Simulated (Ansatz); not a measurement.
We consider solid iodine, described by PBE0 in Ansatz (plane waves, PAW).

Settings: plane-wave cutoff 500 eV, 6×6×2 k mesh (along the axes of the cell as run), gaussian smearing 0.02 eV, scalar-relativistic PAW data made under PBE.

Cell (relaxed with r²SCAN):

```cif
data_I8
_chemical_formula_sum 'I8'
_space_group_name_H-M_alt 'Cmce'
_space_group_IT_number 64
_space_group_name_Hall '-C 2ac 2'
_cell_length_a 7.73645
_cell_length_b 4.63597
_cell_length_c 9.85384
_cell_angle_alpha 90.000
_cell_angle_beta 90.000
_cell_angle_gamma 90.000
loop_
_space_group_symop_operation_xyz
  'x, y, z'
  '-x, -y, -z'
  '-x+1/2, -y, z+1/2'
  'x+1/2, y, -z+1/2'
  'x, -y, -z'
  '-x, y, z'
  '-x+1/2, y, -z+1/2'
  'x+1/2, -y, z+1/2'
  'x+1/2, y+1/2, z'
  '-x+1/2, -y+1/2, -z'
  '-x, -y+1/2, z+1/2'
  'x, y+1/2, -z+1/2'
  'x+1/2, -y+1/2, -z'
  '-x+1/2, y+1/2, z'
  '-x, y+1/2, -z+1/2'
  'x, -y+1/2, z+1/2'
loop_
_atom_site_label
_atom_site_type_symbol
_atom_site_symmetry_multiplicity
_atom_site_Wyckoff_symbol
_atom_site_fract_x
_atom_site_fract_y
_atom_site_fract_z
_atom_site_occupancy
I1 I 8 f 0.00000 0.15537 0.12008 1
```
(The calculation used a cell of 4 atoms; values per cell refer to that cell.)

Problem. What does this level give for the band gap?

Solution. 
- band gap = 2.50 eV (on the SCF k mesh)

Note: the cell comes from a level without a dispersion term, which matters for the spacing of layers, chains or molecules; cell and atoms aren't relaxed at this level (largest force component 0.35 eV/Å, pressure -0.3 GPa).

Spin–orbit coupling is not included; with these elements it can move the gap by several tenths of an eV or more.

Static lattice: no zero-point or thermal effects.

The result took roughly 8 core-minutes.

Ansatz is a quantum-chemistry and plane-wave program.
